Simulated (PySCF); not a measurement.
Species: `C=C(C)CF`. The columns A, B, C and D hold Mulliken, IAO, Hirshfeld and ESP-fitted charges (e) of one PBE0/pcSseg-1 density (PySCF), in a shuffled order. Coordinates in Å (GFN2-xTB, dihedral held); the density's dipole moment is (1.39, -1.47, 0.25) D.

```json
{"atom": "C1", "x": "0.216", "y": "1.382", "z": "-0.644", "A": "-0.337", "B": "-0.627", "C": "-0.049", "D": "-0.119"}
{"atom": "C2", "x": "0.058", "y": "0.190", "z": "-0.097", "A": "+0.006", "B": "+0.350", "C": "-0.539", "D": "+0.001"}
{"atom": "C3", "x": "1.158", "y": "-0.819", "z": "0.037", "A": "-0.428", "B": "-0.632", "C": "-0.170", "D": "-0.115"}
{"atom": "C4", "x": "-1.262", "y": "-0.279", "z": "0.451", "A": "+0.040", "B": "-0.018", "C": "+0.285", "D": "+0.026"}
{"atom": "F5", "x": "-2.253", "y": "0.658", "z": "0.318", "A": "-0.323", "B": "-0.227", "C": "-0.335", "D": "-0.111"}
{"atom": "H6", "x": "-0.600", "y": "2.079", "z": "-0.722", "A": "+0.160", "B": "+0.222", "C": "+0.112", "D": "+0.038"}
{"atom": "H7", "x": "1.167", "y": "1.704", "z": "-1.033", "A": "+0.147", "B": "+0.215", "C": "+0.102", "D": "+0.044"}
{"atom": "H8", "x": "1.319", "y": "-1.069", "z": "1.085", "A": "+0.148", "B": "+0.165", "C": "+0.124", "D": "+0.046"}
{"atom": "H9", "x": "0.898", "y": "-1.737", "z": "-0.489", "A": "+0.148", "B": "+0.165", "C": "+0.124", "D": "+0.046"}
{"atom": "H10", "x": "2.084", "y": "-0.429", "z": "-0.376", "A": "+0.154", "B": "+0.190", "C": "+0.120", "D": "+0.050"}
{"atom": "H11", "x": "-1.604", "y": "-1.178", "z": "-0.076", "A": "+0.143", "B": "+0.098", "C": "+0.113", "D": "+0.046"}
{"atom": "H12", "x": "-1.181", "y": "-0.502", "z": "1.523", "A": "+0.143", "B": "+0.099", "C": "+0.113", "D": "+0.046"}
```

Question: Which column most likely holds the ESP-fitted charges?

Answer: B. Σ q r misses the density's dipole by 0.03 D (B), 0.71 D (D), 1.09 D (A), 1.20 D (C). Charges fitted to the outside potential are the only set here that is tied to the molecule's multipoles.

Question: And the Hirshfeld charges?

Answer: D. The mean sizes are 0.057 e (D), 0.181 e (A), 0.182 e (C), 0.251 e (B), and Hirshfeld charges are commonly the smallest of these schemes.

As computed, A = IAO, B = ESP-fitted, C = Mulliken, D = Hirshfeld. Hydrogens on carbon: IAO +0.14 to +0.16, ESP-fitted +0.10 to +0.22, Mulliken +0.10 to +0.12, Hirshfeld +0.04 to +0.05 e.

The Mulliken scheme gives each basis function's population to the atom it is centred on and halves the overlap population of two atoms between them. The Hirshfeld scheme weights the molecular density at each point by an atom's share of the summed free-atom densities.

The geometry is a constrained GFN2-xTB structure with the dihedral C3–C2–C4–F5 held at 180°, isolated molecule; it need not be a minimum.
